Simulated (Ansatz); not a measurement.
# PNH₂ (triplet): relaxing a cheap start

Where does this start of PNH₂ (triplet) end when it is relaxed?

The runs use Ansatz 0.2.0, Gaussian basis; UKS PBE0/def2-TZVP.

## 1. Where the work starts

4 atoms, charge 0, spin multiplicity 3.

Atoms are counted from 1 here; the program's logs count them from 0.

Bond lengths: N1–P2 1.562 Å, P2–H3 1.363 Å, P2–H4 1.363 Å. Angles: N1–P2–H3 126.2°, N1–P2–H4 126.2°, H3–P2–H4 107.5°.

The start was built by rule and, where that kept it together, relaxed with GFN2-xTB. Sticks and bond lists go by distance. 

## 2. Relaxation

File in.yaml:

```yaml
crystal:
  periodic: [false, false, false]
  atoms:
    - {symbol: N, position_ang: [-1.131318, 0.003710, -0.002214]}
    - {symbol: P, position_ang: [0.431110, -0.001414, 0.000844]}
    - {symbol: H, position_ang: [1.240258, 1.095248, -0.000035]}
    - {symbol: H, position_ang: [1.233040, -1.103358, 0.004875]}
basis:
  gaussian: {orbitals: def2-TZVP}
magnetization: {spin_polarized: true, initial_magnetization: 2}
hamiltonian: {xc: pbe0}
relax: {f_tol: 0.004, max_steps: 80}
```

Started as:

```sh
> ansatz run in.yaml --threads 1 --pin off --events-out ev --progress --plain --max-ram 2176MiB
```

What does the calculation give? Wanted: energy gained; shift from the start; total energy; dipole moment; ⟨S²⟩.

The runs gave:

| quantity | value |
| --- | --- |
| steps | 5 |
| energy gained | 0.171 eV |
| shift from the start (rms) | 0.067 Å |
| total energy | -10802.5893 eV |
| dipole moment | 2.92 D |
| ⟨S²⟩ | 2.012 |

What this shows: The bonds of the start are those of the end. N1–P2 went from 1.562 to 1.639 Å. No vibrations were run, so this is a stationary point, not a proven minimum, and this spin need not be the ground state's.
